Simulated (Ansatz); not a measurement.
# [AlFH3]- (AlH3F−): a spread of methods and bases

Aim: run [AlFH3]- (AlH3F−) under a spread of inputs, and see what each costs and gives.

Program: Ansatz 0.2.0, Gaussian basis. Level of theory: the settings change from run to run. These are calculated values, not measurements.

## (1) The geometry

The structure was relaxed beforehand with PBE0-D4 in a triple-zeta def2 set.

5 atoms, charge -1, spin multiplicity 1.

Atoms are counted from 1 here; the program's logs count them from 0.

Bond lengths: Al1–F2 1.721 Å, Al1–H3 1.642 Å, Al1–H4 1.642 Å, Al1–H5 1.642 Å. Angles: F2–Al1–H3 108.6°, F2–Al1–H4 108.6°, F2–Al1–H5 108.6°, H3–Al1–H4 110.4°, H3–Al1–H5 110.4°, H4–Al1–H5 110.4°.

## (2) PBEsol/def2-TZVP

Options: the search for lower states set to full.

Input file in.yaml:

```yaml
crystal:
  periodic: [false, false, false]
  atoms:
    - {symbol: Al, position_ang: [-0.000189, 0.000358, -0.030503]}
    - {symbol: F, position_ang: [0.011424, -0.019552, 1.690311]}
    - {symbol: H, position_ang: [1.553281, 0.011500, -0.563755]}
    - {symbol: H, position_ang: [-0.786580, 1.352186, -0.532399]}
    - {symbol: H, position_ang: [-0.777937, -1.344492, -0.563644]}
basis:
  gaussian: {orbitals: def2-TZVP}
total_charge: -1
hamiltonian: {xc: {name: PBEsol}}
scf: {lower_state_search: full}
```

Started as:

```console
ansatz run in.yaml --threads 4 --pin off --events-out ev --progress --plain --max-ram 3916MiB
```

Output:

```text
Functional definition: PBEsol
  name "PBEsol"
  cite "Perdew et al., Phys. Rev. Lett. 100, 136406 (2008) doi:10.1103/PhysRevLett.100.136406"
  cite "Perdew, Burke & Ernzerhof, Phys. Rev. Lett. 77, 3865 (1996) doi:10.1103/PhysRevLett.77.3865"
  parent pbesol
  exchange = pbesol_x
  correlation = pbesol_c
547 factors; their error is unknown
mean field evaluation 1: about -9330.1362 eV, gradient 6.9e1 eV
mean field evaluation 2: about -9318.7190 eV, gradient 1.2e2 eV
mean field evaluation 4: about -9338.5318 eV, gradient 1.5e0 eV
mean field evaluation 8: about -9338.5303 eV, gradient 2.0e-2 eV
mean field -9338.53031684 eV, -343.1846592608 hartree, gradient 5.9e-5 eV, S^2 0.000000; 0 other end points of the search recorded, 0 dependent functions left out
reference -9338.53035824 eV, -343.1846607821 hartree; 13, 13 occupied and 73, 73 virtual orbitals, 547 factors
Total energy: -9338.53035824 eV, -343.1846607821 hartree
```

Wall time 0.3 s (4 threads of Arm Neoverse V2, shared host).

## (3) rPW86-PBE/x2c-TZVPPall

Set apart from the defaults: atoms shaken by 0.15 Å, relativity set to scalar.

Input file in.yaml:

```yaml
crystal:
  periodic: [false, false, false]
  atoms:
    - {symbol: Al, position_ang: [-0.243453, -0.019758, -0.047262]}
    - {symbol: F, position_ang: [0.061137, -0.015030, 1.765974]}
    - {symbol: H, position_ang: [1.248071, 0.072613, -0.342426]}
    - {symbol: H, position_ang: [-0.795781, 1.423489, -0.494852]}
    - {symbol: H, position_ang: [-0.682283, -1.326332, -0.441868]}
basis:
  gaussian: {orbitals: x2c-TZVPPall}
total_charge: -1
hamiltonian: {xc: {name: rPW86-PBE}, pseudopotentials: {relativity: scalar}}
scf: {omitted_lower_state_checks: [starts]}
```

Same command.

Output:

```text
Functional definition: rPW86-PBE
  name "rPW86-PBE"
  cite "Murray, Lee & Langreth, J. Chem. Theory Comput. 5, 2754 (2009) doi:10.1021/ct900365q"
  cite "Perdew, Burke & Ernzerhof, Phys. Rev. Lett. 77, 3865 (1996) doi:10.1103/PhysRevLett.77.3865"
  parent pbe
  exchange = rpw86_x
  correlation = pbe_c
these checks for a lower state are left out or cut short: starts
600 factors; their error is unknown
mean field evaluation 1: about -9384.4821 eV, gradient 6.9e1 eV
mean field evaluation 2: about -9372.3478 eV, gradient 1.2e2 eV
mean field evaluation 4: about -9392.9965 eV, gradient 1.9e0 eV
mean field evaluation 8: about -9392.9971 eV, gradient 2.7e-2 eV
mean field -9392.99713797 eV, -345.1862780182 hartree, gradient 2.8e-5 eV, S^2 0.000000; 0 other end points of the search recorded, 0 dependent functions left out
reference -9392.99724219 eV, -345.1862818482 hartree; 13, 13 occupied and 102, 102 virtual orbitals, 600 factors
Total energy: -9392.99724219 eV, -345.1862818482 hartree
Relativity: scalar
Checks for a lower state left out: starts
```

Wall time 0.95 s (4 threads of Arm Neoverse V2, shared host).

## (4) rPW86-PBE/pcseg-2

Options: D3(BJ) with three-body dispersion, relativity set to scalar, the search for lower states set to light.

Input file in.yaml:

```yaml
crystal:
  periodic: [false, false, false]
  atoms:
    - {symbol: Al, position_ang: [-0.000189, 0.000358, -0.030503]}
    - {symbol: F, position_ang: [0.011424, -0.019552, 1.690311]}
    - {symbol: H, position_ang: [1.553281, 0.011500, -0.563755]}
    - {symbol: H, position_ang: [-0.786580, 1.352186, -0.532399]}
    - {symbol: H, position_ang: [-0.777937, -1.344492, -0.563644]}
basis:
  gaussian: {orbitals: pcseg-2}
total_charge: -1
hamiltonian: {xc: {name: rPW86-PBE}, dispersion: d3bjatm, pseudopotentials: {relativity: scalar}}
scf: {lower_state_search: light}
output: {forces: true}
```

Same command.

Output, shortened:

```text
Functional definition: rPW86-PBE
  name "rPW86-PBE"
  cite "Murray, Lee & Langreth, J. Chem. Theory Comput. 5, 2754 (2009) doi:10.1021/ct900365q"
  cite "Perdew, Burke & Ernzerhof, Phys. Rev. Lett. 77, 3865 (1996) doi:10.1103/PhysRevLett.77.3865"
  parent pbe
[...]
571 factors; their error is unknown
[...]
mean field -9392.64082320 eV, -345.1731836920 hartree, gradient 1.4e-5 eV, S^2 0.000000; 0 other end points of the search recorded, 0 dependent functions left out
[...]
reference -9392.64093398 eV, -345.1731877631 hartree; 13, 13 occupied and 93, 93 virtual orbitals, 571 factors
Total energy: -9392.68608225 eV, -345.1748469315 hartree
Relativity: scalar
Atom 0 at    -0.000189     0.000358    -0.030503 Å, force    -0.002186     0.003370    -0.296345 eV/Å
Atom 1 at     0.011424    -0.019552     1.690311 Å, force     0.002606    -0.004296     0.373079 eV/Å
Atom 2 at     1.553281     0.011500    -0.563755 Å, force    -0.004587     0.000305    -0.025506 eV/Å
Atom 3 at    -0.786580     1.352186    -0.532399 Å, force     0.002106    -0.003465    -0.025653 eV/Å
Atom 4 at    -0.777937    -1.344492    -0.563644 Å, force     0.002061     0.004086    -0.025575 eV/Å
Dipole moment:     0.002329    -0.003917     0.339530 e Å
```

Run time: 1.1 s. Hardware: 4 threads of Arm Neoverse V2, shared host.

Largest force 0.373 eV/Å.

## (5) wB97X-V/aug-cc-pVDZ

in.yaml, as its differences from that of step 4:

```diff
@@ -9,6 +9,5 @@
 basis:
-  gaussian: {orbitals: pcseg-2}
+  gaussian: {orbitals: aug-cc-pVDZ}
 total_charge: -1
-hamiltonian: {xc: {name: rPW86-PBE}, dispersion: d3bjatm, pseudopotentials: {relativity: scalar}}
-scf: {lower_state_search: light}
-output: {forces: true}
+hamiltonian: {xc: {name: wB97X-V}}
+scf: {omitted_lower_state_checks: [starts]}
```

Launched as before.

Output, shortened:

```text
Functional definition: wB97X-V
  name "wB97X-V"
  cite "Mardirossian & Head-Gordon, Phys. Chem. Chem. Phys. 16, 9904 (2014) doi:10.1039/C3CP54374A"
  cite "Becke, J. Chem. Phys. 107, 8554 (1997) doi:10.1063/1.475007"
  cite "Vydrov & Van Voorhis, J. Chem. Phys. 133, 244103 (2010) doi:10.1063/1.3521275"
[...]
      + integral(e_c_pw_opposite_spin*poly(b97_u_opposite, cos0, cos1)) + vv10(b, c)
[...]
722 factors; their error is unknown
293 factors; integrals over basis functions are off by at most 1.0e-5 eV
[...]
mean field -9363.90535302 eV, -344.1171746403 hartree, gradient 1.3e-5 eV, S^2 0.000000; 0 other end points of the search recorded, 0 dependent functions left out
reference -9363.90535026 eV, -344.1171745391 hartree; 13, 13 occupied and 64, 64 virtual orbitals, 722 factors
Total energy: -9363.90535026 eV, -344.1171745391 hartree
Checks for a lower state left out: starts
```

Wall time 1.3 s (4 threads of Arm Neoverse V2, shared host).

## (6) The runs in one table

```tsv
level	charge	multiplicity	geometry	functions	energy (eV)	time
PBEsol/def2-TZVP	-1	1	relaxed	86	-9338.530	0.3 s
rPW86-PBE/x2c-TZVPPall	-1	1	shaken	115	-9392.997	0.95 s
rPW86-PBE/pcseg-2	-1	1	relaxed	106	-9392.686	1.1 s
wB97X-V/aug-cc-pVDZ	-1	1	relaxed	77	-9363.905	1.3 s
```

## (7) Results

| quantity | value |
| --- | --- |
| runs | 4 |
| quickest | PBEsol/def2-TZVP, 0.3 s |
| slowest | wB97X-V/aug-cc-pVDZ, 1.3 s |
| spread of total energies, same state and geometry | 54.2 eV |

Run time spans a factor of 4, from PBEsol/def2-TZVP to wB97X-V/aug-cc-pVDZ. The jobs differ in tasks and options as well as level. The totals spread over 54 eV; they can't be compared across methods or bases. Some of these runs are scalar-relativistic and others not, which shifts the totals of all-electron atoms past neon by eV; core potentials, where a basis has them, take the core out of the total altogether. At the PBE0-D4/def2-TZVPD geometry and in the same state, runs without warnings or point charges leave forces up to 0.37 eV/Å (rPW86-PBE/pcseg-2).
